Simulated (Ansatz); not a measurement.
Mulliken charges of C2H3FN2, SMILES `C=NC(=N)F` from r2SCAN/def2-TZVPP in Ansatz (PBE0-D4/def2-TZVP geometry).

```tsv
atom	x (Å)	y (Å)	z (Å)	charge (e)
C1	-0.442	1.341	0.023	0.027
N2	-0.558	0.113	0.311	-0.280
C3	0.426	-0.778	-0.117	0.335
N4	0.444	-2.009	0.092	-0.254
F5	1.432	-0.239	-0.815	-0.186
H6	-1.219	2.021	0.366	0.087
H7	0.391	1.755	-0.547	0.092
H8	-0.382	-2.260	0.630	0.179
```

Q: By hand: the dipole of these point charges (1 e Å = 4.8032 D).

A: Σ q r = (-0.231, 0.231, 0.097) e Å, of length 0.341 e Å = 1.64 D.

Q: How does the dipole of the full density compare? (Estimate.)

A: The calculation gave: (-0.288, 0.562, 0.072) e Å, 3.05 D; the point charges give 0.54 times that, at 20° from its direction.

Point charges leave out the atoms' own dipoles, such as those of lone pairs, and Mulliken's split depends on the basis, so the two needn't agree.
